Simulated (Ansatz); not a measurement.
# [GeH$_{3}$···H···H], doublet: transfer scan

Starting geometry:

```xyz
6

Ge   -0.0337    0.0000    0.0000
H    -0.5451    1.4466    0.0000
H    -0.5451   -0.7233    1.2528
H    -0.5451   -0.7233   -1.2528
H     1.5007    0.0000    0.0000
H     2.5613    0.0000    0.0000
```

From there H5 is moved from one fragment to the other while all else, the fragments' distance too, stays fixed; atoms are numbered as listed. Energies are in kJ/mol, counted from the starting geometry at the same level. Kohn–Sham curves are unrestricted where that lies lower.

Basis cc-pVDZ; Ansatz 0.2.0. Only valence electrons are correlated (noble-gas cores and the filled d shells of p-block atoms frozen). Prefix R: restricted or restricted open-shell reference; prefix U: unrestricted. No spin–orbit coupling is included, and no scalar relativity.

In so small a basis the reference is far from its limit while semilocal and hybrid functionals are nearer theirs (RPA and double hybrids share much of the reference's basis error), so the functionals' errors here hold much of the reference's basis and frozen-core error, which can add to them or hide them.

Full CI isn't at hand for all of this; UCCSDT(Q) serves as the reference, and is uncertain by about the last step of the cluster series.

```
distance Ge1-H5 (Å)  UCCSDT(Q)    PBE  r2SCAN   PBE0  B3LYP  r2SCANh  r2SCAN0  wB97M-V  B2PLYP  RPA-PBE
              1.427       23.3   29.3    25.9   26.2   27.3     25.0     23.8     25.7    24.5     25.7
              1.534        0.0    0.0     0.0    0.0    0.0      0.0      0.0      0.0     0.0      0.0
              1.579       -6.8   -8.7    -7.5   -7.7   -8.1     -7.3     -6.8     -8.0    -7.2     -7.8
              1.625      -13.3  -16.3   -14.3  -14.6  -15.5    -13.9    -13.1    -15.5   -13.8    -15.2
              1.670      -19.6  -22.6   -20.2  -20.6  -22.0    -19.7    -18.9    -22.5   -20.0    -22.0
              1.715      -25.5  -27.6   -25.2  -25.7  -27.6    -24.8    -24.0    -28.8   -25.6    -28.2
              1.760      -30.5  -30.8   -28.7  -29.4  -31.8    -28.5    -28.1    -33.9   -30.1    -33.3
              1.805      -33.5  -31.1   -29.8  -30.6  -33.4    -29.9    -29.9    -36.6   -32.4    -36.0
              1.850      -32.7  -27.1   -26.9  -27.8  -31.0    -27.3    -27.9    -35.3   -30.9    -34.9
```

(1) Judged by the spread of the error over the points with a reference (largest less smallest), which of these follows UCCSDT(Q) best and which worst?

## Answers

(1) Subtracting the UCCSDT(Q) column from each: best B2PLYP (errors from -0.5 to 1.7, spread 2.2 kJ/mol), worst PBE (from -3.0 to 6.0, spread 9.0 kJ/mol). Functionals and wave-function methods converge differently with the basis, so part of this is basis effect.
